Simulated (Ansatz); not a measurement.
Compare A (`N/C(O)=C\F`) with its isomer B (`C/N=C(/O)F`).

Calculated with Ansatz (gas phase, PBE0-D4/def2-TZVP geometries, no zero-point term in ΔE). CCSD(T)/CBS is the MP2 limit (def2-TZVPP, def2-QZVPP) plus CCSD(T) − MP2 in def2-TZVPP, frozen cores. Double bonds are as drawn, so ΔE can hold a change between cis and trans. Functionals use def2-TZVPP. B3LYP here is the variant with VWN-RPA as its local correlation; programs differ in this. One conformer a species, not always the lowest.

A:

```xyz
9

N    -0.150    1.223    0.126
C    -0.152   -0.133   -0.175
O    -1.092   -0.516   -1.076
C     0.691   -1.033    0.321
F     1.527   -0.684    1.326
H     0.590    1.474    0.765
H    -1.045    1.548    0.471
H    -1.147    0.176   -1.746
H     0.778   -2.055   -0.012
```

B:

Z-matrix (Å, degrees):
```
C
N 1 1.441
H 1 1.094 2 114.1
H 1 1.093 2 109.1 3 -121.7
H 1 1.093 2 109.1 3 121.7
C 2 1.244 1 121.0 3 -0.0
F 6 1.328 2 126.3 1 -0.0
O 6 1.328 2 125.4 1 -180.0
H 8 0.965 6 106.2 2 -0.0
```

Which is lower in electronic energy at CCSD(T)/CBS, and by how much? (Best estimate.)

Ansatz gave: B, by 12.9 kcal/mol.

Give E(B) − E(A) in kcal/mol with B3LYP-D4, CCSD(T)/def2-TZVPP, B3LYP, CCSD/def2-TZVPP, BLYP-D4, B2PLYP, PBE0-D4. (Best estimate.)

The calculation gave: B3LYP-D4 -13.4, CCSD(T)/def2-TZVPP -14.5, B3LYP -13.7, CCSD/def2-TZVPP -14.4, BLYP-D4 -13.2, B2PLYP -14.5, PBE0-D4 -13.9. None reverses the order clearly.

Does the order hold for the free energy at 298.15 K (harmonic terms from PBE0-D4)? (An estimate is asked.)

The calculation gave: Yes: G(B) − G(A) = -13.3 kcal/mol, for one conformer each.

Largest T1 diagnostic: 0.012.

At CCSD(T), def2-SVP lies −5.2 kcal/mol from the extrapolated value and def2-TZVPP −1.6 kcal/mol. Leaving LDA and LC-ωPBE aside and taking each functional with its dispersion term where it has one, the values, not all of them listed here, spread over 1.8 kcal/mol, from PBE-QIDH to BLYP-D4. LDA lies +1.2 kcal/mol from PBE without D4.
